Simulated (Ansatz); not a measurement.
Process, species as SMILES: C (CH4) → C atom + 4 H atom
B3LYP-D3(BJ)/def2-TZVP geometries, fixed; electronic energies without zero-point terms.

The atomisation energy at MP2 with Ansatz (an electronic-structure program), in kcal/mol, split into its Hartree-Fock and correlation parts. Cores are frozen. Open shells are unrestricted. No added dispersion term, no relativity. Functions are those of the species that has most.

| basis | X | functions | Hartree-Fock | MP2 |
|---|---|---|---|---|
| cc-pVDZ | 2 | 34 | 323.20 | 391.86 |
| cc-pVTZ | 3 | 86 | 327.89 | 410.33 |
| cc-pVQZ | 4 | 175 | 328.22 | 414.84 |

Worked estimate of the basis-set limit from each neighbouring pair, with Hartree-Fock from the larger set and the correlation part extrapolated as X^-3.
Correlation parts: X = 2: 68.66, X = 3: 82.44, X = 4: 86.62.
- (2,3): (27·(82.44) - 8·(68.66))/19 = 88.24; with Hartree-Fock 327.89 the estimate is 416.13 kcal/mol.
- (3,4): (64·(86.62) - 27·(82.44))/37 = 89.67; with Hartree-Fock 328.22 the estimate is 417.89 kcal/mol.
The last two estimates differ by 1.76 kcal/mol; the largest set lies 3.05 from the last. Over the last step Hartree-Fock moves by 0.33 and the correlation part by 4.18.
